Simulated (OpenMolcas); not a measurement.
**C3H6F2 (1,3-difluoropropane) at 6 levels**

Aim: a comparison of 6 runs (HF/cc-pVDZ, B3LYP/6-31G*, B2PLYP/cc-pVDZ, PBE0/cc-pVDZ, SVWN5/cc-pVDZ, revPBE/cc-pVDZ) of C3H6F2 (1,3-difluoropropane). 

The results are computed with OpenMolcas 26.06.

### 1 Starting point

C3H6F2: 11 atoms, total charge 0, spin state singlet. SMILES: `FCCCF`. One bond was lengthened or shortened from a relaxed shape.

Bond lengths: F1–C2 1.383 Å, C2–C3 1.736 Å, C3–C4 1.507 Å, C4–F5 1.386 Å, C2–H6 1.096 Å, C2–H7 1.093 Å, C3–H8 1.093 Å, C3–H9 1.095 Å, C4–H10 1.095 Å, C4–H11 1.093 Å. Some angles: F1–C2–C3 109.8°, C2–C3–C4 112.4°, C3–C4–F5 110.3°, F1–C2–H6 107.7°, F1–C2–H7 107.9°, C3–C2–H6 111.1°, C3–C2–H7 111.3°, C2–C3–H8 109.6°, C2–C3–H9 109.3°, C4–C3–H8 109.6°.

### 2 The energy at HF/cc-pVDZ (run 1)

Input file coord.xyz:

```xyz
11

F     -2.015456     1.627666    -0.003818
C     -0.766356     1.195666     0.403882
C     -0.375000    -0.298800    -0.387800
C      0.967500    -0.838200     0.034700
F      1.975600     0.040200    -0.331200
H     -0.795556     1.070266     1.491882
H     -0.043056     1.976766     0.157382
H     -0.388200    -0.154300    -1.471600
H     -1.138100    -1.046200    -0.147100
H      1.026200    -0.968100     1.120800
H      1.173400    -1.798000    -0.445900
```

Input file job.inp:

```
* C3H6F2 Hartree-Fock
>>> EXPORT MOLCAS_PRINT=2
&GATEWAY
BasLib
$CurrDir
Coord
coord.xyz
Basis
cc-pVDZ
Group
NoSym
&SEWARD
&SCF
Thresholds
1e-10 1e-07 1e-07 1e-05
PrOrbitals
1 2
```

The basis set cc-pVDZ is read from a file made from the Basis Set Exchange's data (not shown).

Launch:

```bash
$ export MOLCAS_MEM=1860
$ pymolcas job.inp > job.log
```

Standard output:

```text
--- Start Module: gateway ---
[...]
--- Stop Module: gateway /rc=_RC_ALL_IS_WELL_ ---
--- Start Module: seward ---
[...]
      Basis functions          100
--- Stop Module: seward /rc=_RC_ALL_IS_WELL_ ---
[...]
--- Start Module: scf ---
[...]
       Convergence after  12 Iterations
[...]
::    Total SCF energy                               -315.9607269986
[...]
      Total spin, S                                     0.0000000000
[...]
      Total electronic charge=   42.000000
      Total            charge=   -0.000000
[...]
      Dipole Moment (debye):
      Origin of the operator (angstrom)=   -0.0376    0.3931   -0.0630
                   X=  2.4626E-01               Y= -1.9214E+00               Z=  9.6166E-01           Total=  2.1627E+00
      Quadrupole Moment (debye*angstrom):
[...]
--- Stop Module: scf /rc=_RC_ALL_IS_WELL_ ---
[...]
```

It took 8.1 s on 1 thread of Arm Neoverse V2, shared host; peak memory 0.56 GiB.

### 3 A single-point energy at B3LYP/6-31G(d) (Cartesian functions) (run 2)

Input file calc.inp:

```
&GATEWAY
 BasLib=$CurrDir
 Coord
 11
 angstrom
 F       -2.015456       1.627666      -0.003818
 C       -0.766356       1.195666       0.403882
 C       -0.375000      -0.298800      -0.387800
 C        0.967500      -0.838200       0.034700
 F        1.975600       0.040200      -0.331200
 H       -0.795556       1.070266       1.491882
 H       -0.043056       1.976766       0.157382
 H       -0.388200      -0.154300      -1.471600
 H       -1.138100      -1.046200      -0.147100
 H        1.026200      -0.968100       1.120800
 H        1.173400      -1.798000      -0.445900
 Basis=6-31Gs
 Group=NoSym

&SEWARD
 GridInput
 Grid=UltraFine
 End of Grid

&SCF
 KSDFT=B3LYP
 Thresholds=1e-10 1e-07 1e-07 1e-05
 PrOrbitals=1
```

The basis set 6-31G* is read from a file made from the Basis Set Exchange's data (not shown).

Launch:

```bash
$ export MOLCAS_MEM=1860
$ pymolcas calc.inp > calc.log
```

Standard output:

```text
--- Start Module: gateway ---
[...]
--- Stop Module: gateway /rc=_RC_ALL_IS_WELL_ ---
--- Start Module: seward ---
[...]
      Basis functions           87
--- Stop Module: seward /rc=_RC_ALL_IS_WELL_ ---
[...]
--- Start Module: scf ---
[...]
       Convergence after  13 Iterations
[...]
::    Total KS-DFT energy                            -317.5789391841
[...]
      Total spin, S                                     0.0000000000
[...]
      Total electronic charge=   42.000000
      Total            charge=   -0.000000
[...]
      Dipole Moment (debye):
      Origin of the operator (angstrom)=   -0.0376    0.3931   -0.0630
                   X=  1.5222E-01               Y= -1.5200E+00               Z=  7.4458E-01           Total=  1.6994E+00
      Quadrupole Moment (debye*angstrom):
[...]
--- Stop Module: scf /rc=_RC_ALL_IS_WELL_ ---
[...]
```

Run time: 26 s. Hardware: 1 thread of Arm Neoverse V2, shared host; peak memory 0.48 GiB.

### 4 A single-point energy at B2PLYP/cc-pVDZ (run 3)

Input file mol.input:

```
* C3H6F2 Kohn-Sham DFT

&GATEWAY
 BasLib=$CurrDir
 Coord
 11
 angstrom
 F       -2.015456       1.627666      -0.003818
 C       -0.766356       1.195666       0.403882
 C       -0.375000      -0.298800      -0.387800
 C        0.967500      -0.838200       0.034700
 F        1.975600       0.040200      -0.331200
 H       -0.795556       1.070266       1.491882
 H       -0.043056       1.976766       0.157382
 H       -0.388200      -0.154300      -1.471600
 H       -1.138100      -1.046200      -0.147100
 H        1.026200      -0.968100       1.120800
 H        1.173400      -1.798000      -0.445900
 Basis=cc-pVDZ
 Group=NoSym

&SEWARD
 GridInput
 Grid=UltraFine
 End of Grid

&SCF
 KSDFT=B2PLYP_SCF
 Thresholds=1e-10 1e-07 1e-07 1e-05
 PrOrbitals=1 1

&MBPT2
 Frozen=5
```

The basis set cc-pVDZ is read from a file made from the Basis Set Exchange's data (not shown).

Launch:

```bash
$ export MOLCAS_MEM=1860
$ pymolcas mol.input > mol.log
```

Standard output:

```text
--- Start Module: gateway ---
[...]
--- Stop Module: gateway /rc=_RC_ALL_IS_WELL_ ---
[...]
      Basis functions          100
[...]
--- Start Module: scf ---
[...]
       Convergence after  12 Iterations
[...]
::    Total KS-DFT energy                            -317.0520699299
[...]
      Total spin, S                                     0.0000000000
[...]
      Total electronic charge=   42.000000
      Total            charge=   -0.000000
[...]
      Dipole Moment (debye):
      Origin of the operator (angstrom)=   -0.0376    0.3931   -0.0630
                   X=  1.9860E-01               Y= -1.7149E+00               Z=  8.5743E-01           Total=  1.9276E+00
      Quadrupole Moment (debye*angstrom):
[...]
--- Stop Module: scf /rc=_RC_ALL_IS_WELL_ ---
[...]
--- Start Module: mbpt2 ---
[...]
 ###    WARNING: MP2 implementation intended for RHF references only         ###
 ###############################################################################
MBPT2 WARNING: Reference function according to RunFile:KS-DFT
I'll assume you know what you're doing and continue
WARNING!
Default frozen orbitals as non valence orbitals is overwritten by user input.
Default values:   5
[...]
       Reference weight ( Cref**2 )         =        0.75467
::    Total MBPT2 energy                             -318.0077614396
[...]
      Total MBPT2 calculations                           0.42      0.47
--- Stop Module: mbpt2 /rc=_RC_ALL_IS_WELL_ ---
[...]
```

Run time: 35 s. Hardware: 1 thread of Arm Neoverse V2, shared host; peak memory 0.56 GiB.

Runs 4 to 5 aren't shown in full; the table further down has their settings and results.

### 5 A single-point energy at revPBE/cc-pVDZ (run 6)

Input file calc.inp:

```
&GATEWAY
BASLIB=$CurrDir
COORD
11
angstrom
F       -2.015456       1.627666      -0.003818
C       -0.766356       1.195666       0.403882
C       -0.375000      -0.298800      -0.387800
C        0.967500      -0.838200       0.034700
F        1.975600       0.040200      -0.331200
H       -0.795556       1.070266       1.491882
H       -0.043056       1.976766       0.157382
H       -0.388200      -0.154300      -1.471600
H       -1.138100      -1.046200      -0.147100
H        1.026200      -0.968100       1.120800
H        1.173400      -1.798000      -0.445900
BASIS=cc-pVDZ
GROUP=NoSym
&SEWARD
GRIDINPUT
Grid=UltraFine
End of Grid
&SCF
KSDFT=revPBE
THRESHOLDS=1e-10 1e-07 1e-07 1e-05
PRORBITALS=1 2
```

The basis set cc-pVDZ is read from a file made from the Basis Set Exchange's data (not shown).

Launch:

```bash
$ export MOLCAS_MEM=1860
$ pymolcas calc.inp > calc.log
```

Standard output:

```text
--- Start Module: gateway ---
[...]
--- Stop Module: gateway /rc=_RC_ALL_IS_WELL_ ---
--- Start Module: seward ---
[...]
      Basis functions          100
--- Stop Module: seward /rc=_RC_ALL_IS_WELL_ ---
[...]
--- Start Module: scf ---
[...]
       Convergence after  14 Iterations
[...]
::    Total KS-DFT energy                            -317.4919040288
[...]
      Total spin, S                                     0.0000000000
[...]
      Total electronic charge=   42.000000
      Total            charge=   -0.000000
[...]
      Dipole Moment (debye):
      Origin of the operator (angstrom)=   -0.0376    0.3931   -0.0630
                   X=  1.2327E-01               Y= -1.3843E+00               Z=  7.0342E-01           Total=  1.5577E+00
      Quadrupole Moment (debye*angstrom):
[...]
--- Stop Module: scf /rc=_RC_ALL_IS_WELL_ ---
[...]
```

It took 38 s on 1 thread of Arm Neoverse V2, shared host; peak memory 0.56 GiB.

### 6 The series

| run | level | Cartesian functions | integration grid | energy (Eh) | dipole moment (D) | HOMO energy (eV) | LUMO energy (eV) | wall time |
| --- | --- | --- | --- | --- | --- | --- | --- | --- |
| 1 | HF/cc-pVDZ | no | – | -315.960727 | 2.16 | -12.40 | 4.77 | 8.1 s |
| 2 | B3LYP/6-31G* (Cartesian functions) | yes | UltraFine | -317.578939 | 1.70 | -8.27 | 2.37 | 26 s |
| 3 | B2PLYP/cc-pVDZ | no | UltraFine | -317.310107 | 1.93 | -10.10 | 2.83 | 35 s |
| 4 | PBE0/cc-pVDZ | no | UltraFine | -317.263567 | 1.77 | -8.65 | 1.85 | 36 s |
| 5 | SVWN5/cc-pVDZ | no | UltraFine | -315.201972 | 1.62 | -7.09 | 0.79 | 25 s |
| 6 | revPBE/cc-pVDZ | no | UltraFine | -317.491904 | 1.56 | -6.95 | 1.08 | 38 s |

### 7 Summary of results

| quantity | value |
| --- | --- |
| run 6: total energy | -317.49190 Eh |
| run 6: dipole moment | 1.56 D |
| run 6: HOMO energy | -6.95 eV |
| run 6: LUMO energy | 1.08 eV |
| run 6: HOMO–LUMO gap | 8.03 eV |

In words: The dipole moment (its size) runs from 1.56 D (revPBE/cc-pVDZ) to 2.16 D (HF/cc-pVDZ). The HOMO–LUMO gap runs from 7.88 eV (SVWN5/cc-pVDZ) to 17.17 eV (HF/cc-pVDZ). Exact exchange widens orbital gaps. For B2PLYP the log adds the whole second-order term; the table takes 0.27 of it, as the functional is defined. Totals of different functionals can't be ranked against each other. All runs together took 2.8 min, the longest 38 s.
